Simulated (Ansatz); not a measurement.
Kohn–Sham single points on C2H5O2S− (`[CH2-]S(C)(=O)=O`).

```yaml
crystal:
  periodic: [false, false, false]
  atoms:
    - {symbol: C, position_ang: [-1.166480, 1.049532, -0.078959]}
    - {symbol: S, position_ang: [0.096300, 0.151493, -0.634812]}
    - {symbol: C, position_ang: [0.717124, -0.889622, 0.705520]}
    - {symbol: O, position_ang: [-0.320953, -0.848192, -1.620148]}
    - {symbol: O, position_ang: [1.270529, 0.969936, -0.944239]}
    - {symbol: H, position_ang: [-0.953678, 2.095003, 0.095805]}
    - {symbol: H, position_ang: [-2.145117, 0.735095, -0.413919]}
    - {symbol: H, position_ang: [-0.093206, -1.538470, 1.039129]}
    - {symbol: H, position_ang: [1.039962, -0.242058, 1.521239]}
    - {symbol: H, position_ang: [1.555521, -1.482718, 0.330383]}
basis:
  gaussian: {orbitals: def2-TZVPPD}
total_charge: -1
hamiltonian: {xc: {name: revPBE}, dispersion: d4}
output: {orbitals: {seedname: orbitals}}
```

```sh
$ ansatz run in.yaml --threads 2 --pin off --events-out ev --progress --plain --max-ram 32768MiB --backend cuda --devices 0, --max-vram 18GiB
```

It prints (some lines left out):

```
Functional definition: revPBE
1329 factors; their error is unknown
mean field evaluation 1: about -17070.2861 eV, gradient 8.3e1 eV
mean field evaluation 2: about -17037.9716 eV, gradient 1.4e2 eV
mean field evaluation 4: about -17083.5327 eV, gradient 1.4e1 eV
mean field evaluation 8: about -17083.9473 eV, gradient 2.8e-1 eV
mean field evaluation 16: about -17083.9206 eV, gradient 1.7e-3 eV
mean field -17083.92060362 eV, -627.8225022856 hartree, gradient 6.0e-5 eV, S^2 0.000000; 0 other end points of the search recorded, 0 dependent functions left out
reference -17083.92069035 eV, -627.8225054730 hartree; 25, 25 occupied and 265, 265 virtual orbitals, 1329 factors
Total energy: -17084.79367542 eV, -627.8545870824 hartree
```

Hardware: 2 threads of an AMD EPYC 7R13 on a shared host and a share of an NVIDIA H100 80 GB. Wall time 7 s, peak host memory 0.82 GiB.

The same input with `hamiltonian: {xc: {name: B2PLYP}}` (abridged; 4 s):

```
Functional definition: B2PLYP
mean field evaluation 16: about -17070.4292 eV, gradient 2.5e-4 eV
mean field -17070.42917790 eV, -627.3267015352 hartree, gradient 3.7e-6 eV, S^2 0.000000
9 core orbitals not correlated: weight in the atoms' cores, before any rotation towards them, 1.000 or more for the frozen orbitals, at most 0.000 for the correlated occupied ones
second order -34.55130279 eV of doubles, -0.00000000 eV of singles
Total energy: -17079.75823161 eV, -627.6695379356 hartree
```

Changing it to `hamiltonian: {xc: {name: wB97X-V}}` (abridged; 4.5 s):

```
Functional definition: wB97X-V
mean field evaluation 16: about -17084.1026 eV, gradient 1.5e-4 eV
mean field -17084.10260826 eV, -627.8291908330 hartree, gradient 8.8e-5 eV, S^2 0.000000
Total energy: -17084.10260466 eV, -627.8291907006 hartree
```

With the line `hamiltonian: {xc: {name: B3LYP}, dispersion: d4}` and forces (abridged; 2.7 s):

```
Functional definition: B3LYP
mean field evaluation 16: about -17088.3009 eV, gradient 1.5e-4 eV
mean field -17088.30093299 eV, -627.9834764210 hartree, gradient 2.8e-5 eV, S^2 0.000000
Total energy: -17088.71946143 eV, -627.9988570573 hartree
Atom 0 force    -0.231067     0.178358     0.067316 eV/Å
Atom 1 force    -0.111621     0.074927     0.060154 eV/Å
Atom 2 force     0.094546    -0.172238     0.240598 eV/Å
Atom 3 force    -0.119979    -0.290542    -0.293674 eV/Å
Atom 4 force     0.343705     0.240506    -0.096447 eV/Å
Atom 5 force    -0.042223    -0.067872    -0.010191 eV/Å
Atom 6 force     0.057732     0.045255     0.033426 eV/Å
Atom 7 force     0.062148     0.026163    -0.003601 eV/Å
Atom 8 force    -0.011037    -0.056821    -0.034746 eV/Å
Atom 9 force    -0.042204     0.022264     0.037165 eV/Å
Dipole moment:     0.153913    -0.296081     0.435809 e Å
```

The same input with `hamiltonian: {xc: {name: PBE-QIDH}}` (abridged; 4.8 s):

```
Functional definition: PBE-QIDH
mean field evaluation 16: about -17063.3192 eV, gradient 2.2e-4 eV
mean field -17063.31915406 eV, -627.0654129787 hartree, gradient 3.2e-6 eV, S^2 0.000000
9 core orbitals not correlated: weight in the atoms' cores, before any rotation towards them, 1.000 or more for the frozen orbitals, at most 0.000 for the correlated occupied ones
second order -31.97633512 eV of doubles, -0.00000000 eV of singles
Total energy: -17073.97795598 eV, -627.4571167243 hartree
```

With the line `hamiltonian: {xc: {name: LC-wPBE}}` (abridged; 5.5 s):

```
Functional definition: LC-wPBE
mean field evaluation 16: about -17081.0462 eV, gradient 4.3e-4 eV
mean field -17081.04618356 eV, -627.7168692970 hartree, gradient 7.9e-5 eV, S^2 0.000000
Total energy: -17081.04618358 eV, -627.7168692975 hartree
```

B3LYP takes the VWN-RPA correlation (the form of Gaussian; ORCA's B3LYP/G).
